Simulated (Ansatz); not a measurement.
## Ansatz (development build ahead of 0.2.0) run

```yaml
crystal:
  periodic: [false, false, false]
  atoms:
    - { symbol: B, position_ang: [0.583, 0.8581, 0.8424] }
    - { symbol: C, position_ang: [-0.0797, -0.1173, -0.1152] }
    - { symbol: O, position_ang: [-0.5735, -0.8441, -0.8287] }
    - { symbol: H, position_ang: [1.759, 0.5319, 0.8483] }
    - { symbol: H, position_ang: [0.3774, 1.9569, 0.3528] }
    - { symbol: H, position_ang: [0.0147, 0.6774, 1.9072] }
basis:
  gaussian: { orbitals: def2-SVP }
magnetization:
  spin_polarized: true
  initial_magnetization: 2
hamiltonian:
  xc: hf
correlation:
  method: mp2
  frozen_orbitals: { B: 1, C: 1, H: 0, O: 1 }
output:
  forces: true
```

The input is written out in the form of the current development build from the run's settings.

The run gave:

| Item | Value |
| --- | --- |
| Converged | yes |
| Reference energy | -138.80879 hartree |
| Correlation energy | -0.37540 hartree |
| Total energy | -139.18419 hartree |
| Spin squared of the determinant | 2.017 |
| Stability test | minimum |

Forces (eV/Å):
```csv
atom,Fx,Fy,Fz
B1,2.099,-0.320,-6.775
C2,3.189,4.656,4.501
O3,-3.601,-5.265,-5.102
H4,-0.008,-0.145,1.723
H5,-0.701,0.570,1.474
H6,-0.978,0.504,4.179
```

Caution: another spin multiplicity may lie lower; the determinant breaks the point group.
